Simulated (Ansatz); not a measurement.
The same path of BFH2 + H3Si (8 atoms, charge 0, multiplicity 2) was run twice with different band settings.

The calculation used UKS BLYP-D4/6-31G* in Ansatz.

Relaxed end points:

```xyz
8
Properties=species:S:1:pos:R:3
B 0.099 0.128 -0.351
F 0.138 0.616 0.894
H 1.149 -0.073 -0.903
H -0.981 -0.081 -0.835
Si -0.235 -0.367 3.974
H -0.506 -0.941 5.336
H 1.242 -0.247 3.742
H -0.906 0.963 3.824
```

```xyz
8
Properties=species:S:1:pos:R:3
B -0.044 -0.045 0.708
F -1.306 -0.455 0.373
H 0.833 -0.887 0.681
H 0.185 1.148 0.633
Si 0.057 0.045 2.989
H -0.247 -1.316 3.529
H 1.460 0.460 3.291
H -0.936 1.050 3.477
```

Common settings: movable images 7; climbing image yes; spring 5.0 eV/Å²; start path through a guess of the saddle point; force threshold 0.05 eV/Å; iteration limit 60; end points relaxed.

| run | optimiser | largest step |
| --- | --- | --- |
| 1 | quadratic models (default) | default |
| 2 | lbfgs | 0.02 Å |

(1) What does each run give, and how far can it be trusted?

Results:

(1) Run 1: converged after 31 iterations, highest image 0.033 eV above the first end. A vibrational analysis at the climbing image gives one clearly imaginary mode, 105i cm⁻¹: a first-order saddle point.
Run 2: not converged after 60 iterations, highest image 0.246 eV above the first end. The band didn't meet its force threshold, so its energies are provisional: the largest band force was still 0.33 eV/Å, and over the last iterations the top moved between 0.25 and 0.26 eV.
